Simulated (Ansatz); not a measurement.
A calculation with Ansatz (development build ahead of 0.2.0).

```yaml
crystal:
  periodic: [false, false, false]
  atoms:
    - { symbol: O, position_ang: [0.0, 0.0, -3.48] }
    - { symbol: C, position_ang: [0.0, 0.0, 0.0] }
    - { symbol: O, position_ang: [0.0, 0.0, 3.48] }
basis:
  gaussian: { orbitals: def2-SVP }
magnetization:
  spin_polarized: true
hamiltonian:
  xc: hf
scf:
  omitted_lower_state_checks: [stability, starts, atomic_configurations, cluster_reference, orbital_swaps, given_window_search, neighbouring_geometries, increment]
output:
  forces: true
```

The input is written out in the form of the current development build from the run's settings.

Results

* Converged: yes
* Total energy: -186.74193 hartree
* Spin squared of the determinant: 0.000

Forces (eV/Å):
| atom | Fx | Fy | Fz |
| --- | --- | --- | --- |
| O1 | 0.000 | 0.000 | 0.057 |
| C2 | 0.000 | 0.000 | 0.000 |
| O3 | 0.000 | 0.000 | -0.057 |

This is not the lowest solution: another run reaches a determinant 8.72 eV lower.
